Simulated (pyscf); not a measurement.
A first-order saddle from PySCF, ωB97X-D3(BJ)/def2-SVP:

```xyz
6

In     0.5831    -0.0215    -0.8121
O      2.2315     0.7608    -0.0353
H      2.8517     1.1239    -0.6789
O     -0.7956    -0.8690     0.5711
H     -1.0537    -0.6043    -0.9726
H     -1.2524    -0.5513     1.3651
```
Charge 0, spin multiplicity 1.

Surface: singlet, charge 0. Lowest wavenumbers (cm⁻¹): 1309i, 138, 235, 281, 338.

### Question
What reaction is this the transition state of?

### Answer
HO–In [singlet] + H₂O ⇌ HO–InH–OH, an insertion read from left to right: H–O broken and In–O, H–In formed. At CCSD(T)/def2-TZVPP + ΔMP2(QZVPP) it lies +218.3 kJ/mol from the left side and +178.6 kJ/mol from the right (each side as separated species at their lowest minima found). On the reactant side the descent ends in a bound adduct (not fully relaxed), 59.8 kJ/mol under the separated species and 271.5 kJ/mol under the saddle at ωB97X-D3(BJ)/def2-TZVP. This is the saddle that the search found; another between the same sides may lie lower. The CCSD(T) − MP2 part came from Ansatz, without density fitting, on the same reference. The frozen core leaves the outer d or s,p core shells of the metals and heavy elements correlated in the MP2 and CC values, and def2-TZVPP describes them poorly, which can shift differences by a few kcal/mol. Elements past Kr carry the def2 core potentials, without spin-orbit coupling.
